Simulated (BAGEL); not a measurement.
**HF/3-21G (density fitting with qzvpp-jkfit) run of C2H6B− (SMILES [BH3-]C=C)**

What is the vertical singlet–triplet gap of C2H6B− at HF/3-21G (density fitting with qzvpp-jkfit)? 

The results are computed with BAGEL 1.2.2.

### Step 1. The system as given

C2H6B− has 9 atoms, charge -1, and is taken as a singlet. As SMILES, `[BH3-]C=C`. The coordinates come from a GFN2-xTB relaxation.

Bond lengths: B1–C2 1.621 Å, C2–C3 1.325 Å, B1–H4 1.227 Å, B1–H5 1.230 Å, B1–H6 1.227 Å, C2–H7 1.098 Å, C3–H8 1.083 Å, C3–H9 1.094 Å. Some angles: B1–C2–C3 127.4°, B1–C2–H7 117.5°, C3–C2–H7 115.1°, C2–B1–H4 109.9°, C2–B1–H5 110.3°, C2–B1–H6 110.0°, C2–C3–H8 121.3°, C2–C3–H9 124.5°, H4–B1–H5 108.9°, H4–B1–H6 108.8°.

### Step 2. A single-point energy at HF/3-21G (density fitting with qzvpp-jkfit)

Input file hf.json:

```json
{ "bagel" : [

{
  "title" : "molecule",
  "basis" : "3-21g",
  "df_basis" : "qzvpp-jkfit",
  "angstrom" : true,
  "geometry" : [
    { "atom" : "B", "xyz" : [   -0.629450,    0.770260,   -0.695580 ] },
    { "atom" : "C", "xyz" : [    0.561290,   -0.121590,   -0.051130 ] },
    { "atom" : "C", "xyz" : [    0.475920,   -0.957440,    0.973350 ] },
    { "atom" : "H", "xyz" : [   -1.515350,    0.037540,   -1.123250 ] },
    { "atom" : "H", "xyz" : [   -0.196360,    1.453510,   -1.621580 ] },
    { "atom" : "H", "xyz" : [   -1.107230,    1.511780,    0.156690 ] },
    { "atom" : "H", "xyz" : [    1.558120,   -0.038670,   -0.502980 ] },
    { "atom" : "H", "xyz" : [   -0.460650,   -1.116340,    1.494340 ] },
    { "atom" : "H", "xyz" : [    1.313720,   -1.539040,    1.370140 ] }
  ]
},
{ "title" : "hf", "charge" : -1 },
{ "title" : "print", "file" : "orbitals.molden", "orbitals" : true }

]}
```

Command:

```
BAGEL_NUM_THREADS=1 BAGEL hf.json > hf.out
```

What it wrote:

```text
* using 1 threads per process

  ===============================================================
  ===============================================================

  *** Geometry ***

  { "atom" : "B", "xyz" : [     -1.189488,      1.455580,     -1.314456 ] },
  { "atom" : "C", "xyz" : [      1.060684,     -0.229772,     -0.096622 ] },
  { "atom" : "C", "xyz" : [      0.899358,     -1.809299,      1.839365 ] },
  { "atom" : "H", "xyz" : [     -2.863596,      0.070940,     -2.122635 ] },
  { "atom" : "H", "xyz" : [     -0.371067,      2.746736,     -3.064342 ] },
  { "atom" : "H", "xyz" : [     -2.092361,      2.856850,      0.296101 ] },
  { "atom" : "H", "xyz" : [      2.944420,     -0.073076,     -0.950494 ] },
  { "atom" : "H", "xyz" : [     -0.870502,     -2.109577,      2.823893 ] },
  { "atom" : "H", "xyz" : [      2.482571,     -2.908364,      2.589189 ] },

  Number of auxiliary basis functions:      333

  Since a DF basis is specified, we compute 2- and 3-index integrals:
    o Being stored without compression. Storage requirement is 0.004 GB

  Number of basis functions:       39
  Number of electrons      :       23

    * METHOD: MOLECULE                             0.22

  *** RHF ***

  === Nuclear Repulsion ===
    62.5739114243

      * DIIS with orbital gradients will be used.

  === RHF iteration (3-21g) ===
      0       -103.19139114          0.02453527           0.02
      1       -103.26850505          0.00719993           0.02
      2       -103.27733387          0.00238288           0.01
      3       -103.27817219          0.00065104           0.02
      4       -103.27823942          0.00016033           0.02
      5       -103.27824963          0.00006299           0.02
      6       -103.27825083          0.00001885           0.02
      7       -103.27825096          0.00000447           0.02
      8       -103.27825096          0.00000079           0.02
      9       -103.27825096          0.00000029           0.02
     10       -103.27825096          0.00000008           0.02
     11       -103.27825096          0.00000001           0.01
     12       -103.27825096          0.00000000           0.01
    * SCF iteration converged.

    * Permanent dipole moment:
           (   -1.167181,     1.144078,    -0.951509) a.u.

    * METHOD: HF                                   0.39

    * METHOD: PRINT                                0.00

  ===============================================================
```

Wall time 1.1 s (1 thread of Intel Xeon at 2.50GHz (Skylake/Cascade Lake), shared host).

### Step 3. The triplet

Input file job.json:

```json
{ "bagel": [

{
  "title": "molecule",
  "basis": "3-21g",
  "df_basis": "qzvpp-jkfit",
  "angstrom": true,
  "geometry": [
    { "atom": "B", "xyz": [   -0.629450,    0.770260,   -0.695580 ] },
    { "atom": "C", "xyz": [    0.561290,   -0.121590,   -0.051130 ] },
    { "atom": "C", "xyz": [    0.475920,   -0.957440,    0.973350 ] },
    { "atom": "H", "xyz": [   -1.515350,    0.037540,   -1.123250 ] },
    { "atom": "H", "xyz": [   -0.196360,    1.453510,   -1.621580 ] },
    { "atom": "H", "xyz": [   -1.107230,    1.511780,    0.156690 ] },
    { "atom": "H", "xyz": [    1.558120,   -0.038670,   -0.502980 ] },
    { "atom": "H", "xyz": [   -0.460650,   -1.116340,    1.494340 ] },
    { "atom": "H", "xyz": [    1.313720,   -1.539040,    1.370140 ] }
  ]
},
{
  "title": "uhf",
  "charge": -1,
  "nopen": 2
},
{
  "title": "print",
  "file": "orbitals.molden",
  "orbitals": true
}

]}
```

Command:

```
BAGEL_NUM_THREADS=1 BAGEL job.json > job.out
```

What it wrote:

```text
* using 1 threads per process

  ===============================================================
  ===============================================================

  *** Geometry ***

  { "atom" : "B", "xyz" : [     -1.189488,      1.455580,     -1.314456 ] },
  { "atom" : "C", "xyz" : [      1.060684,     -0.229772,     -0.096622 ] },
  { "atom" : "C", "xyz" : [      0.899358,     -1.809299,      1.839365 ] },
  { "atom" : "H", "xyz" : [     -2.863596,      0.070940,     -2.122635 ] },
  { "atom" : "H", "xyz" : [     -0.371067,      2.746736,     -3.064342 ] },
  { "atom" : "H", "xyz" : [     -2.092361,      2.856850,      0.296101 ] },
  { "atom" : "H", "xyz" : [      2.944420,     -0.073076,     -0.950494 ] },
  { "atom" : "H", "xyz" : [     -0.870502,     -2.109577,      2.823893 ] },
  { "atom" : "H", "xyz" : [      2.482571,     -2.908364,      2.589189 ] },

  Number of auxiliary basis functions:      333

  Since a DF basis is specified, we compute 2- and 3-index integrals:
    o Being stored without compression. Storage requirement is 0.004 GB

  Number of basis functions:       39
  Number of electrons      :       23

    * METHOD: MOLECULE                             0.23

  *** Open-shell HF ***

  === Nuclear Repulsion ===
    62.5739114243

      * DIIS with orbital gradients will be used.

  === UHF iteration (3-21g) ===
      0       -103.00194491          0.05321514           0.04
      1       -103.10982420          0.01993881           0.04
      2       -103.13410199          0.01004878           0.04
      3       -103.14009756          0.00360325           0.04
      4       -103.14329376          0.00096749           0.04
      5       -103.14352153          0.00028304           0.05
      6       -103.14356120          0.00005851           0.04
      7       -103.14357011          0.00002190           0.04
      8       -103.14357303          0.00001051           0.05
      9       -103.14357400          0.00000327           0.05
     10       -103.14357406          0.00000144           0.05
     11       -103.14357406          0.00000082           0.05
     12       -103.14357406          0.00000050           0.05
     13       -103.14357406          0.00000017           0.05
     14       -103.14357406          0.00000004           0.05
     15       -103.14357406          0.00000002           0.04
     16       -103.14357406          0.00000001           0.04
     17       -103.14357406          0.00000001           0.05
    * SCF iteration converged.

    * S^2 (UHF) is 2.0218

    * Permanent dipole moment:
           (   -1.219679,     1.419801,    -1.261373) a.u.

    * METHOD: UHF                                  0.93

    * METHOD: PRINT                                0.00

  ===============================================================
```

It took 1.7 s on 1 thread of Intel Xeon at 2.50GHz (Skylake/Cascade Lake), shared host.

### Step 4. What came out

At HF/3-21G (density fitting with qzvpp-jkfit):

```
                                                      quantity          value
                                         singlet: total energy  -103.27825 Eh
                                          singlet: HOMO energy       -3.71 eV
                                          singlet: LUMO energy       10.56 eV
singlet: HOMO–LUMO gap (to an unbound level, set by the basis)       14.27 eV
                                         triplet: total energy  -103.14357 Eh
                                                 triplet: ⟨S²⟩          2.022
              vertical energy of the triplet above the singlet       3.665 eV
```

In words: At this shape the triplet lies 3.66 eV (85 kcal/mol) above the singlet. For an anion a state so high probably lies above electron detachment.
